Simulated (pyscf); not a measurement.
Elementary routes open to H₂B–O–GeH₃ + HF in the gas phase (singlet surface):
A. F–GeH₃ + H₂B–OH (Ge–O, F–H broken; F–Ge, H–O formed)
B. HO–GeH₃ + H₂B–F (B–O, F–H broken; H–O, B–F formed)

PySCF, gas phase, ωB97X-D3(BJ)/def2-SVP geometries.

Rank the routes by free-energy barrier at 298 K, lowest first, for ωB97M-D3(BJ)/def2-TZVP energies (ideal gas, 1 atm, RRHO with modes under 100 cm⁻¹ raised to 100, one conformer, R ln 2 for chiral ones without a mode under 150 cm⁻¹).

B (81.5 kJ/mol), A (98.9 kJ/mol)

Route B is the fastest of these, ahead of the next by 17.3 kJ/mol. The most stable products are those of A (ΔG = -35.1 kJ/mol), whose barrier is 17.3 kJ/mol higher: the kinetic and the thermodynamic product differ. At 1200 K B is still the fastest. A: On the reactant side the descent ends in a bound adduct, 35.1 kJ/mol under the separated species and 95.9 kJ/mol under the saddle at ωB97X-D3(BJ)/def2-TZVP. On the product side the descent ends in a complex, 22.3 kJ/mol under the separated species and 115.8 kJ/mol under the saddle at ωB97X-D3(BJ)/def2-TZVP. B: On the reactant side the descent ends in a bound adduct, 35.1 kJ/mol under the separated species and 75.6 kJ/mol under the saddle at ωB97X-D3(BJ)/def2-TZVP. On the product side the descent ends in an adduct with a B–O contact, 61.0 kJ/mol under the separated species and 99.6 kJ/mol under the saddle at ωB97X-D3(BJ)/def2-TZVP. Only these routes are compared; each barrier is that of the saddle found, and lower ones may exist. Elements up to Kr have no core potential and no relativistic terms here.
